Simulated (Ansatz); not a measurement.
SnCl₂ (Pnma, No. 62) was calculated with r²SCAN+SOC (Ansatz, a program for electronic structure, PAW).

Run with plane-wave cutoff 560 eV, 6×8×4 k mesh (along the axes of the cell as run), Fermi–Dirac smearing 0.01 eV, PAW data made under PBE.

Cell (measured lattice):

Space group Pnma (No. 62); a = 7.793 Å, b = 4.430 Å, c = 9.207 Å, α = β = γ = 90.00°

| atom | site | symmetry | x | y | z |
|---|---|---|---|---|---|
| Cl | 4c | .m. | 0.0220 | 0.2500 | 0.1550 |
| Cl | 4c | .m. | 0.1440 | 0.2500 | 0.5750 |
| Sn | 4c | .m. | 0.2310 | 0.2500 | 0.9260 |

Estimate the band gap, smallest direct gap on the k points sampled and direct gap at Γ that the calculation returns.


- band gap: 3.33 eV (indirect)
- smallest direct gap on the k points sampled: 3.59 eV
- direct gap at Γ: 3.69 eV

Note: cell and atoms aren't relaxed at this level (largest force component 0.16 eV/Å).

Static lattice: no zero-point or thermal effects.
